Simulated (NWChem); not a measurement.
Electron attachment to C

```
C
```
Charge 0, spin multiplicity 3.

All runs are NWChem calculations.

Basis set: def2-TZVPD. −ε marks an orbital energy of the parent. The basis adds only a small set of diffuse functions.

B3LYP has NWChem's definition, with VWN1-RPA local correlation. No SCF solution was tested for a lower state.

Problem. One of these methods gave a vertical electron affinity of 4.25 eV. Which?
(A) −ε(alpha LUMO) of PBE
(B) −ε(alpha LUMO) of LDA (SVWN5)
(C) −ε(alpha LUMO) of B3LYP
(D) −ε(alpha LUMO) of PBE0

Solution. C, −ε(alpha LUMO) of B3LYP. The others give 4.00 (−ε(alpha LUMO) of PBE0), 5.54 (−ε(alpha LUMO) of PBE), 6.02 (−ε(alpha LUMO) of LDA (SVWN5)).
